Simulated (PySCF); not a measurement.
Species: C4H4FN.
SMILES: `FC1=CC=CN1`

Method used: PySCF 2.14.0, PBE/def2-SVP geometry optimisation, gas phase.

Take the most abundant isotopes and a rigid rotor. 

(1) Give the principal moments of inertia and the rotational constants in MHz.

(2) Classify the top.

(3) Is it planar, by Δ = Ic − Ia − Ib?

(4) Give the coordinates in the principal-axis frame, origin at the centre of mass.

(5) Where do the levels up to J = 2 lie, in MHz?

(6) Predict some low-J microwave lines.

(7) Estimate the classical rotational partition function at 50 K, 200 K and 298.15 K.

Results:

(1) Ia = 57.36, Ib = 143.83, Ic = 201.19 u·Å²; 505379 MHz·u·Å²/I gives A = 8811, B = 3514, C = 2512 MHz.

(2) An asymmetric top: κ = (2 × 3514 − 8811 − 2512)/(8811 − 2512) = -0.68.

(3) Planar: Δ = Ic − Ia − Ib = 0.00 u·Å². For a rigid frame Δ = −2 Σ m c², so it vanishes when all atoms lie in the ab plane; here none is more than 0.01 Å from it.

(4) The sense of each axis is arbitrary; atoms in the order of the calculation.
```
atom  mass (u)   a (Å)   b (Å)   c (Å)
  F1    18.998   1.957  -0.008   0.001
  C2    12.000   0.624  -0.092  -0.001
  C3    12.000  -0.214  -1.193  -0.001
  C4    12.000  -1.546  -0.662   0.000
  C5    12.000  -1.462   0.723   0.000
  N6    14.003  -0.118   1.060   0.000
  H7     1.008   0.098  -2.242  -0.001
  H8     1.008  -2.475  -1.245   0.002
  H9     1.008  -2.238   1.495   0.001
 H10     1.008   0.275   2.000  -0.003
```

(5) Above 0(0,0):
J = 1: 1(0,1) 6026, 1(1,1) 11323, 1(1,0) 12325
J = 2: 2(0,2) 17948, 2(1,2) 22372, 2(1,1) 25377, 2(2,1) 41269, 2(2,0) 41398

(6) The dipole components are |μa| = 0.35 D, |μb| = 1.84 D, |μc| = 0.00 D; the mirror of this Cs structure is the ab plane, so μc vanishes by symmetry and there are no c-type lines. The squared components, which scale the intensities, stand as 0.04 : 1.00 (a : b). Some lines, for components of 0.1 D or more:

```tsv
type	branch	J(Ka,Kc)	MHz	lower level (cm⁻¹)
a	Q	1(1,0) ← 1(1,1)	1002	0.378
a	Q	2(1,1) ← 2(1,2)	3005	0.746
a	Q	3(1,2) ← 3(1,3)	6000	1.297
b	Q	1(1,0) ← 1(0,1)	6299	0.201
b	Q	3(2,1) ← 3(1,2)	15107	1.497
a	R	3(0,3) ← 2(0,2)	17574	0.599
b	Q	2(2,1) ← 2(1,2)	18897	0.746
b	R	4(0,4) ← 3(1,3)	19574	1.297
a	R	4(1,3) ← 3(1,2)	25814	1.497
b	Q	3(3,1) ← 3(2,2)	29066	1.980
b	Q	4(4,1) ← 4(3,2)	40381	3.761
b	R	3(3,1) ← 2(2,0)	47014	1.381
```

(7) Point group Cs, symmetry number σ = 1; q = (√π/σ)·√((kT/h)³/(ABC)), k/h = 20836.6 MHz/K: 6760 at 50 K, 54100 at 200 K, 98400 at 298.15 K.

No PBE/def2-SVP frequencies stand behind this structure, so it isn't proved a minimum. Zero-point vibration and centrifugal distortion are left out. Quadrupole hyperfine structure (14N) is left out.
